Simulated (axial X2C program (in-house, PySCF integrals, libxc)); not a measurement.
**Photoelectron levels of BO⁻ by EOM-IP-CCSD**

Calculated with an axial X2C code built on PySCF integrals: two-component X2C with atomic mean-field Coulomb and Gaunt terms, Gaussian nuclei, basis O dyall-av3z, B dyall-av3z with contracted cores.

R = 1.288 Å (1.045 times 1.233 Å, the PBE0 minimum at charge -1 for the lowest determinant).

Vertical detachment energies of BO⁻ to the states of BO:

| Ω of BO | vertical detachment energy (eV) | above lowest (cm⁻¹) | ionised spinor | one-hole weight |
| --- | --- | --- | --- | --- |
| 1/2 | 2.776 | 0 | 44% B sσ, 34% B pσ, 12% O pσ | 0.93 |
| 3/2 | 5.483 | 21832 | 73% O pπ, 17% B pπ | 0.91 |
| 1/2 | 5.496 | 21943 | 73% O pπ, 17% B pπ, 6% B dπ | 0.91 |
| 1/2 | 7.976 | 41945 | 74% O pσ, 10% B sσ, 7% O sσ | 0.89 |

**Question.** What is the splitting of the first π pair in the table, and is it regular or inverted?

**Answer.** E(3/2) − E(1/2) = 21832 − 21943 = -111 cm⁻¹ at EOM-IP-CCSD: inverted, Ω = 3/2 lower. Splittings at this level can be off by ten to twenty per cent.

This point took 5.3 s on 1 thread of Intel(R) Xeon(R) Processor @ 2.30GHz, with other jobs on the host.

Reference electrons by ω block (each with its −ω partner): 1/2: 6, 3/2: 1. 10 electrons of BO⁻ correlated (inner shells frozen), 94 natural virtual spinors (a truncated set); levels can be off by some tenths of an eV. Roots sought by Ω: (1/2: 4, 3/2: 3, 5/2: 1); rows need 60 % one-particle weight and stop where some Ω has no more roots. Missing are any skipped roots, higher Ω and states of a further excitation; these come out far too high here and may in truth be low or lowest. T1 of the reference 0.020 (Lee–Taylor). Number of frozen shells: O 1 s; B 1 s.
